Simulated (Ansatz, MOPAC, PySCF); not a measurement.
## Rock-salt LiF, band gap

Reference value: 15.35 eV (measured, zero-point renormalisation of 1.15 eV added back here (the table's ZPR column); inputs from Chen et al. (2018), doi:10.1103/physrevmaterials.2.073803).

**Question.** What do AM1 semi-empirical Hartree-Fock (MOPAC), LDA, PBE, rVV10, r²SCAN, PBE0, r²SCAN0, Hartree–Fock, G0W0@Hartree–Fock give, and how far is each from the reference?

**Answer.** 
```
level (code)                                 value (eV)  cell (Å³/atom)  error (eV)
---------------------------------------  --------------  --------------  ----------
AM1 semi-empirical Hartree-Fock (MOPAC)           17.40            8.16       +2.05
LDA (Ansatz)                              8.85 (direct)            8.16       -6.50
PBE (Ansatz)                              9.10 (direct)            8.16       -6.25
rVV10 (Ansatz)                                     8.87            8.19       -6.48
r²SCAN (Ansatz)                          10.07 (direct)            8.16       -5.28
PBE0 (Ansatz)                            12.17 (direct)            8.16       -3.18
r²SCAN0 (Ansatz)                         12.80 (direct)            8.16       -2.55
Hartree–Fock (Ansatz)                    21.86 (direct)            8.16       +6.51
G0W0@Hartree–Fock (PySCF)                  16.81 ± 0.09            8.16       +1.46
```

Leaving aside AM1 semi-empirical Hartree-Fock (MOPAC) (doubt noted below): Of the ranked levels G0W0@Hartree–Fock (+1.46 eV) comes nearest. Once the reference is moved by up to 0.10 eV (a margin picked here for doubts on the reference and the settings) and values within 0.03 eV count as equal, the farthest can be Hartree–Fock (+6.51 eV), LDA (-6.50 eV) or rVV10 (-6.48 eV). Every ranked level misses the reference by more than 1 eV.

Density-functional gaps are differences of (generalised) Kohn–Sham levels of a static lattice; semilocal ones lie below quasiparticle gaps as a rule. Measured gaps hold zero-point and thermal shifts unless a correction is named.  A ± on a computed value is a rough bar: the spread of its extrapolation, a floor set from checks against published values, or a statistical error. AM1 semi-empirical Hartree-Fock (MOPAC), rVV10: the gap is read on the k mesh or supercell of the run alone and can be too large. AM1 semi-empirical Hartree-Fock (MOPAC): the method was fitted mainly to molecules. AM1 semi-empirical Hartree-Fock (MOPAC): gaps of these semi-empirical methods are Hartree–Fock-like level differences, and their formation enthalpies are fitted 298 K values. Values are at the measured cell; rVV10 at the level's own equilibrium cell. Cutoffs and k meshes differ between the levels. Ansatz's density-functional and Hartree–Fock values are scalar-relativistic unless marked +SOC, with PAW data made under PBE.

Differences are worked out from the printed values.

Ansatz is a program for electronic structure.
